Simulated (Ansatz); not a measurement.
Take a crystal in which Mg has been replaced by Sr on all its sites, with the cell rescaled by a rough guess (in some cases also distorted within its space group) and nothing relaxed:

```cif
data_structure
_symmetry_space_group_name_H-M 'P 1'
_symmetry_Int_Tables_number 1
_cell_length_a 3.9856
_cell_length_b 3.9856
_cell_length_c 20.0450
_cell_angle_alpha 90.000
_cell_angle_beta 90.000
_cell_angle_gamma 120.000
_cell_volume 275.76
loop_
_atom_site_label
_atom_site_type_symbol
_atom_site_fract_x
_atom_site_fract_y
_atom_site_fract_z
_atom_site_occupancy
Ca1 Ca 0.66667 0.33333 0.84775 1
Ca2 Ca 0.00000 0.00000 0.67559 1
Ca3 Ca 0.66667 0.33333 0.50000 1
Ca4 Ca 0.00000 0.00000 0.32441 1
Ca5 Ca 0.66667 0.33333 0.15225 1
Sr1 Sr 0.00000 0.00000 0.00000 1
```

Computed with Ansatz 0.2.0, DFT PBEsol, scalar-relativistic, plane waves, PAW.

Cutoff 420 eV; k points 12×12×2 on the computed 6-atom cell (Γ-centred); Gaussian smearing, width 0.10 eV; no spin polarisation.

(1) What pressure does the cell carry?

(2) Is it a metal on this mesh?

(3) What is its energy against the elements in their standard states?

Answers

(1) The pressure is -0.9 GPa (positive in compression), so the cell would contract.

(2) Yes, a band crosses the Fermi level.

(3) +0.067 eV/atom at this unrelaxed geometry, with the elements in the same functional.